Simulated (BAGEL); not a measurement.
# BSiH5 (boranylsilane) at 3 levels

We compute a comparison of 3 runs (HF/3-21G, HF/6-31G*, HF/def2-TZVP) of BSiH5 (boranylsilane). 

The results are computed with BAGEL 1.2.2.

20 further runs of the same task are left out: 20 set aside as unsound or not needed.

**1. The molecule**

BSiH5: 7 atoms, total charge 0, spin state singlet. As SMILES, `B[SiH3]`. The Si2–H7 distance was set to 1.711 Å, away from the relaxed value.

Bond lengths: B1–Si2 2.010 Å, B1–H3 1.196 Å, B1–H4 1.195 Å, Si2–H5 1.492 Å, Si2–H6 1.492 Å. Angles: B1–Si2–H5 108.8°, B1–Si2–H6 108.8°, Si2–B1–H3 118.9°, Si2–B1–H4 123.6°, H5–Si2–H6 107.3°, H3–B1–H4 117.5°. A long bond or contact: Si2–H7 1.711 Å.

**2. The energy at HF/3-21G (density fitting with qzvpp-jkfit) (run 1)**

Contents of input.json:

```json
{ "bagel" : [

{
  "title" : "molecule",
  "basis" : "3-21g",
  "df_basis" : "qzvpp-jkfit",
  "angstrom" : "true",
  "geometry" : [
    { "atom" : "B", "xyz" : [      -0.251045,      -1.269038,       0.217952 ] },
    { "atom" : "Si", "xyz" : [      -0.118745,       0.705262,      -0.134848 ] },
    { "atom" : "H", "xyz" : [      -1.333845,      -1.770638,       0.303752 ] },
    { "atom" : "H", "xyz" : [       0.698555,      -1.982538,       0.349052 ] },
    { "atom" : "H", "xyz" : [      -0.823845,       1.013362,      -1.413548 ] },
    { "atom" : "H", "xyz" : [      -0.831445,       1.436662,       0.953252 ] },
    { "atom" : "H", "xyz" : [       1.474500,       1.318800,      -0.239500 ] }
  ]
},

{ "title" : "hf" },

{ "title" : "print", "file" : "orbitals.molden", "orbitals" : "true" }

]}
```

Started as:

```bash
BAGEL_NUM_THREADS=1 BAGEL input.json > input.out
```

Standard output:

```text
* using 1 threads per process

  ===============================================================
  ===============================================================

  *** Geometry ***

  { "atom" : "B", "xyz" : [     -0.474406,     -2.398134,      0.411870 ] },
  { "atom" : "Si", "xyz" : [     -0.224396,      1.332752,     -0.254826 ] },
  { "atom" : "H", "xyz" : [     -2.520602,     -3.346021,      0.574008 ] },
  { "atom" : "H", "xyz" : [      1.320078,     -3.746454,      0.659613 ] },
  { "atom" : "H", "xyz" : [     -1.556841,      1.914977,     -2.671219 ] },
  { "atom" : "H", "xyz" : [     -1.571203,      2.714898,      1.801385 ] },
  { "atom" : "H", "xyz" : [      2.786401,      2.492171,     -0.452589 ] },

  Number of auxiliary basis functions:      293

  Since a DF basis is specified, we compute 2- and 3-index integrals:
    o Being stored without compression. Storage requirement is 0.002 GB

  Number of basis functions:       32
  Number of electrons      :       24

    * METHOD: MOLECULE                             0.08

  *** RHF ***

  === Nuclear Repulsion ===
    46.8209918261

      * DIIS with orbital gradients will be used.

  === RHF iteration (3-21g) ===
      0       -314.74438654          0.01247157           0.01
      1       -314.76903540          0.00332431           0.01
      2       -314.77088294          0.00037300           0.01
      3       -314.77091293          0.00009188           0.01
      4       -314.77091518          0.00001540           0.01
      5       -314.77091526          0.00000214           0.01
      6       -314.77091526          0.00000036           0.01
      7       -314.77091526          0.00000010           0.01
      8       -314.77091526          0.00000001           0.01
      9       -314.77091526          0.00000000           0.01
    * SCF iteration converged.

    * Permanent dipole moment:
           (    0.129895,     0.248774,    -0.044182) a.u.

    * METHOD: HF                                   0.16

    * METHOD: PRINT                                0.00

  ===============================================================
```

Wall time 0.52 s (1 thread of Intel Xeon Platinum 8488C (Sapphire Rapids), shared host).

**3. The energy at HF/6-31G(d) (density fitting with qzvpp-jkfit, spherical functions) (run 2)**

Contents of job.json:

```json
{ "bagel" : [

{
  "title" : "molecule",
  "basis" : "6-31gs.json",
  "df_basis" : "qzvpp-jkfit",
  "angstrom" : "true",
  "geometry" : [
    { "atom" : "B", "xyz" : [      -0.251045,      -1.269038,       0.217952 ] },
    { "atom" : "Si", "xyz" : [      -0.118745,       0.705262,      -0.134848 ] },
    { "atom" : "H", "xyz" : [      -1.333845,      -1.770638,       0.303752 ] },
    { "atom" : "H", "xyz" : [       0.698555,      -1.982538,       0.349052 ] },
    { "atom" : "H", "xyz" : [      -0.823845,       1.013362,      -1.413548 ] },
    { "atom" : "H", "xyz" : [      -0.831445,       1.436662,       0.953252 ] },
    { "atom" : "H", "xyz" : [       1.474500,       1.318800,      -0.239500 ] }
  ]
},

{
  "title" : "hf"
},

{
  "title" : "print",
  "file" : "orbitals.molden",
  "orbitals" : "true"
}

]}
```

The basis set 6-31G* is read from a file made from the Basis Set Exchange's data (not shown).

Started as:

```bash
BAGEL_NUM_THREADS=1 BAGEL job.json > job.out
```

Standard output:

```text
* using 1 threads per process

  ===============================================================
  ===============================================================

  *** Geometry ***

  { "atom" : "B", "xyz" : [     -0.474406,     -2.398134,      0.411870 ] },
  { "atom" : "Si", "xyz" : [     -0.224396,      1.332752,     -0.254826 ] },
  { "atom" : "H", "xyz" : [     -2.520602,     -3.346021,      0.574008 ] },
  { "atom" : "H", "xyz" : [      1.320078,     -3.746454,      0.659613 ] },
  { "atom" : "H", "xyz" : [     -1.556841,      1.914977,     -2.671219 ] },
  { "atom" : "H", "xyz" : [     -1.571203,      2.714898,      1.801385 ] },
  { "atom" : "H", "xyz" : [      2.786401,      2.492171,     -0.452589 ] },

  Number of auxiliary basis functions:      293

  Since a DF basis is specified, we compute 2- and 3-index integrals:
    o Being stored without compression. Storage requirement is 0.004 GB

  Number of basis functions:       42
  Number of electrons      :       24

    * METHOD: MOLECULE                             0.09

  *** RHF ***

  === Nuclear Repulsion ===
    46.8209918261

      * DIIS with orbital gradients will be used.

  === RHF iteration (6-31gs.json) ===
      0       -316.40773125          0.01280662           0.02
      1       -316.44302163          0.00347249           0.02
      2       -316.44622503          0.00053819           0.02
      3       -316.44630029          0.00012531           0.02
      4       -316.44630622          0.00002066           0.02
      5       -316.44630639          0.00000356           0.02
      6       -316.44630640          0.00000068           0.01
      7       -316.44630640          0.00000017           0.02
      8       -316.44630640          0.00000003           0.02
      9       -316.44630640          0.00000001           0.02
    * SCF iteration converged.

    * Permanent dipole moment:
           (    0.149790,     0.281604,    -0.049991) a.u.

    * METHOD: HF                                   0.25

    * METHOD: PRINT                                0.01

  ===============================================================
```

Run time: 0.64 s. Hardware: 1 thread of Intel Xeon Platinum 8488C (Sapphire Rapids), shared host.

**4. A single-point energy at HF/def2-TZVP (density fitting with qzvpp-jkfit) (run 3)**

Contents of input.json:

```json
{ "bagel" : [

{
  "title" : "molecule",
  "basis" : "def2-tzvp.json",
  "df_basis" : "qzvpp-jkfit",
  "angstrom" : true,
  "geometry" : [
    { "atom" : "B", "xyz" : [   -0.251045,   -1.269038,    0.217952 ] },
    { "atom" : "Si", "xyz" : [   -0.118745,    0.705262,   -0.134848 ] },
    { "atom" : "H", "xyz" : [   -1.333845,   -1.770638,    0.303752 ] },
    { "atom" : "H", "xyz" : [    0.698555,   -1.982538,    0.349052 ] },
    { "atom" : "H", "xyz" : [   -0.823845,    1.013362,   -1.413548 ] },
    { "atom" : "H", "xyz" : [   -0.831445,    1.436662,    0.953252 ] },
    { "atom" : "H", "xyz" : [    1.474500,    1.318800,   -0.239500 ] }
  ]
},
{ "title" : "hf" },
{ "title" : "print", "file" : "orbitals.molden", "orbitals" : true }

]}
```

The basis set def2-TZVP is read from a file made from the Basis Set Exchange's data (not shown).

Started as:

```bash
BAGEL_NUM_THREADS=1 BAGEL input.json > input.out
```

Standard output:

```text
* using 1 threads per process

  ===============================================================
  ===============================================================

  *** Geometry ***

[... 20 lines left out ...]
  === Nuclear Repulsion ===
    46.8209918261

      * DIIS with orbital gradients will be used.

  === RHF iteration (def2-tzvp.json) ===
      0       -316.43716863          0.00957559           0.04
      1       -316.48180084          0.00296632           0.05
      2       -316.48671849          0.00043632           0.05
[... 7 lines of this table left out ...]
     10       -316.48685417          0.00000000           0.05
    * SCF iteration converged.

    * Permanent dipole moment:
           (    0.124860,     0.263337,    -0.046783) a.u.

    * METHOD: HF                                   0.68

    * METHOD: PRINT                                0.03

  ===============================================================
```

Run time: 1.2 s. Hardware: 1 thread of Intel Xeon Platinum 8488C (Sapphire Rapids), shared host.

**5. All runs side by side**

| run | level | energy (Eh) | dipole moment (D) | HOMO energy (eV) | LUMO energy (eV) | wall time |
| --- | --- | --- | --- | --- | --- | --- |
| 1 | HF/3-21G (density fitting with qzvpp-jkfit) | -314.770915 | 0.72 | -11.46 | 1.31 | 0.52 s |
| 2 | HF/6-31G* (density fitting with qzvpp-jkfit, spherical functions) | -316.446306 | 0.82 | -11.40 | 1.51 | 0.64 s |
| 3 | HF/def2-TZVP (density fitting with qzvpp-jkfit) | -316.486854 | 0.75 | -11.43 | 0.99 | 1.2 s |

**6. What came out**

| quantity | value |
| --- | --- |
| run 3: total energy | -316.48685 Eh |
| run 3: dipole moment | 0.75 D |
| run 3: HOMO energy | -11.43 eV |
| run 3: LUMO energy | 0.99 eV |
| run 3: HOMO–LUMO gap | 12.42 eV |

**Reading.** The dipole moment (its size) runs from 0.72 D (HF/3-21G) to 0.82 D (HF/6-31G*). The HOMO–LUMO gap runs from 12.42 eV (HF/def2-TZVP) to 12.91 eV (HF/6-31G*). All runs together took 2.3 s, the longest 1.2 s.
